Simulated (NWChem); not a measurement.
# r2SCAN/def2-TZVP run of BNH4S (SMILES NBS)

Aim: the vertical ionisation energy of BNH4S at r2SCAN/def2-TZVP, from 2 runs. 

Program for the calculation: NWChem 7.3.0.

### 1 The structure to begin with

The species is BNH4S (7 atoms), meant as a singlet with charge 0. SMILES: `NBS`. Geometry: relaxed at PBE0-D4/def2-TZVP. This is one conformer, not always the lowest.

Bond lengths: N1–B2 1.391 Å, B2–S3 1.816 Å, N1–H4 1.006 Å, N1–H5 1.004 Å, B2–H6 1.194 Å, S3–H7 1.339 Å. Angles: N1–B2–S3 120.0°, N1–B2–H6 119.9°, S3–B2–H6 120.1°, B2–N1–H4 124.2°, B2–N1–H5 121.9°, B2–S3–H7 96.3°, H4–N1–H5 113.8°.

### 2 The energy at r2SCAN/def2-TZVP

The input, m1.nw:

```
start m1
memory 2200 mb

geometry noautosym nocenter noautoz
  N    -0.919200    0.393200   -0.612100
  B     0.157000    0.144300    0.234100
  S     1.088800   -1.407600    0.086000
  H    -1.235600   -0.240300   -1.326500
  H    -1.454400    1.241200   -0.555600
  H     0.466100    0.952200    1.056600
  H     1.958600   -1.151000    1.071800
end

basis spherical bse
  * library def2-TZVP
end

dft
  xc r2scan
  grid coarse
  convergence energy 1e-08
  iterations 100
  mulliken
  noprint "final vectors analysis"
end

task dft
```

On the command line:

```console
$ nwchem m1.nw > m1.out
```

Log:

```text
[...]
          Wavefunction type:  closed shell.
          No. of atoms     :     7
          No. of electrons :    32
[...]
          Charge           :     0
          Spin multiplicity:     1
[...]
          AO basis - number of functions:   123
[...]
              XC Information
              --------------
                      r^2SCAN Method XC Functional
               r^2SCAN metaGGA Exchange Functional  1.000
                     r^2SCAN Correlation Potential  1.000
[...]
 d= 0,ls=0.0,diis     1   -480.1936646569 -5.70D+02  4.39D-03  6.74D-01     2.2
[...]
 d= 0,ls=0.0,diis    10   -480.2378687484 -2.90D-09  2.61D-07  3.15D-09    17.3
         Total DFT energy =     -480.237868748426
      One electron energy =     -838.098085465289
           Coulomb energy =      306.414844030657
    Exchange-Corr. energy =      -38.134642088787
 Nuclear repulsion energy =       89.580014774993
[...]
      Total Density - Mulliken Population Analysis
     ---------------------------------------------
    Atom       Charge   Shell Charges
 -----------   ------   -------------------------------------------------------
    1 N    7     7.47   0.82  1.15  0.55  0.74  0.17  1.58  1.66  0.77  0.00  0.01  0.00
    2 B    5     4.88   0.91  1.06  0.50  0.43  0.03  1.01  0.68  0.10  0.06  0.09  0.02
    3 S   16    16.27   2.01  0.48  1.48  1.06  0.78  4.19  1.66  0.94  2.41  1.16  0.03  0.06  0.01
    4 H    1     0.76   0.27  0.40  0.05  0.04
    5 H    1     0.75   0.27  0.40  0.05  0.04
    6 H    1     1.00   0.26  0.51  0.22  0.01
    7 H    1     0.85   0.24  0.48  0.10  0.03
[...]
```

It took 18 s on 1 thread of Intel Xeon 6975P-C (Granite Rapids), shared host; peak memory 0.12 GiB.

### 3 The doublet cation at the same level

The input, bh4ns.xyz:

```xyz
7
BH4NS
N     -0.919200     0.393200    -0.612100
B      0.157000     0.144300     0.234100
S      1.088800    -1.407600     0.086000
H     -1.235600    -0.240300    -1.326500
H     -1.454400     1.241200    -0.555600
H      0.466100     0.952200     1.056600
H      1.958600    -1.151000     1.071800
```

The input, bh4ns.nw:

```
START bh4ns
TITLE "BH4NS"
memory total 2200 mb
charge 1

GEOMETRY noautosym nocenter noautoz
   load bh4ns.xyz
END

BASIS "ao basis" spherical bse
   * library def2-TZVP
END

DFT
   xc r2scan
   mult 2
   grid coarse
   convergence energy 1e-08
   iterations 100
   mulliken
   noprint "final vectors analysis"
END

TASK dft energy
```

On the command line:

```console
$ nwchem bh4ns.nw > bh4ns.out
```

Log:

```text
[...]
          Wavefunction type:  spin polarized.
          No. of atoms     :     7
          No. of electrons :    31
[...]
          Charge           :     1
          Spin multiplicity:     2
[...]
          AO basis - number of functions:   123
[...]
              XC Information
              --------------
                      r^2SCAN Method XC Functional
               r^2SCAN metaGGA Exchange Functional  1.000
                     r^2SCAN Correlation Potential  1.000
[...]
 d= 0,ls=0.0,diis     1   -479.7701808696 -5.69D+02  4.30D-03  7.02D-01     2.5
[...]
 d= 0,ls=0.0,diis    13   -479.8943120828 -3.48D-09  1.48D-07  3.51D-10    28.3
[...]
         Total DFT energy =     -479.894312082776
      One electron energy =     -829.434713767232
           Coulomb energy =      297.792603288056
    Exchange-Corr. energy =      -37.832216378594
 Nuclear repulsion energy =       89.580014774994
[...]
      Total Density - Mulliken Population Analysis
     ---------------------------------------------
    Atom       Charge   Shell Charges
 -----------   ------   -------------------------------------------------------
    1 N    7     7.23   0.82  1.15  0.57  0.78  0.14  1.56  1.62  0.57  0.00  0.02  0.00
    2 B    5     4.97   0.92  1.06  0.50  0.51  0.01  1.01  0.77  0.04  0.05  0.09  0.02
    3 S   16    15.76   2.01  0.48  1.48  1.13  0.76  4.19  1.66  0.91  2.31  0.72  0.03  0.06  0.01
    4 H    1     0.71   0.26  0.38  0.03  0.04
    5 H    1     0.69   0.26  0.37  0.02  0.04
    6 H    1     0.90   0.26  0.49  0.15  0.01
    7 H    1     0.76   0.23  0.45  0.04  0.03
[...]
      <S2> =      0.7720 (Exact =     0.7500)
[...]
```

Wall time 29 s (1 thread of Intel Xeon 6975P-C (Granite Rapids), shared host); peak memory 0.12 GiB.

### 4 What came out

At r2SCAN/def2-TZVP:

| quantity | value |
| --- | --- |
| singlet BNH4S: total energy | -480.23787 Eh |
| singlet BNH4S: dipole moment | 1.68 D |
| doublet cation: total energy | -479.89431 Eh |
| doublet cation: ⟨S²⟩ | 0.772 |
| vertical ionisation energy (to the doublet cation) | 9.349 eV |

**Reading.** The vertical ionisation energy comes to 9.35 eV (902 kJ/mol).
